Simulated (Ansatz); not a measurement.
Geometry optimisation, UKS BHLYP/def2-SVP (Ansatz 0.2.0).

Input:

```yaml
crystal:
  periodic: [false, false, false]
  atoms:
    - { symbol: B, position_ang: [0.0, 0.0, 0.0] }
    - { symbol: H, position_ang: [0.0, 0.0, 1.44] }
    - { symbol: H, position_ang: [1.0305, 0.0, -0.595] }
    - { symbol: H, position_ang: [-1.0305, 0.0, -0.595] }
    - { symbol: C, position_ang: [0.0, 0.0, 2.85] }
    - { symbol: H, position_ang: [-0.5653, -0.8805, 3.2205] }
    - { symbol: H, position_ang: [1.0452, -0.0494, 3.2205] }
    - { symbol: H, position_ang: [-0.4798, 0.9298, 3.2205] }
magnetization:
  spin_polarized: true
  initial_magnetization: 1
basis:
  gaussian: { orbitals: def2-SVP }
hamiltonian:
  xc: { name: BHLYP }
relax:
  f_tol: 0.15
  max_steps: 25
  restrain:
    - { distance: [1, 4], at: 1.11, k: 30.0 }
    - { distance: [0, 1], at: 2.39, k: 30.0 }
output:
  orbitals: {}
```

Command:

```bash
$ ansatz run input.yaml --threads 1 --pin off --max-ram 2048MiB --backend cpu --events-out ev --progress --plain --runs-dir out
```

Question: Where does it end, and by what steps?

Answer: The run converged. The restraints hold the end off the free minimum. After 15 steps the energy has fallen by 0.872 eV (the restraints' own energy left out); H2 moved furthest, 0.99 Å. Joined: H2–C5 (1.41 → 1.10 Å).

| step | energy less start (eV) | largest force component (eV/Å) | accepted |
| --- | --- | --- | --- |
| 0 | 0.0000 | 1.296 | yes |
| 1 | -0.2720 | 2.222 | yes |
| 2 | -0.3705 | 3.358 | yes |
| 3 | -0.6407 | 0.668 | yes |
| 4 | -0.7636 | 0.409 | yes |
| 5 | -0.7985 | 0.434 | yes |
| 6 | -0.8350 | 0.328 | yes |
| 7 | -0.8450 | 0.275 | yes |
| 8 | -0.8445 | 0.530 | no |
| 9 | -0.8485 | 0.294 | yes |
| 10 | -0.8505 | 0.407 | yes |
| 11 | -0.8524 | 0.505 | yes |
| 12 | -0.8593 | 0.382 | yes |
| 13 | -0.8674 | 0.211 | yes |
| 14 | -0.8689 | 0.347 | yes |
| 15 | -0.8721 | 0.152 | yes |

```xyz
8
Properties=species:S:1:pos:R:3
B -0.022 -0.159 -0.338
H 0.100 -0.845 1.945
H 1.035 0.398 -0.325
H -1.121 0.309 -0.354
C 0.021 -0.104 2.756
H -0.634 -0.506 3.531
H 1.015 0.076 3.169
H -0.395 0.832 2.377
```

Run time: 39 s on 1 thread of Intel(R) Xeon(R) Platinum 8259CL CPU @ 2.50GHz (Skylake/Cascade Lake) (shared host), peak memory 0.14 GiB.
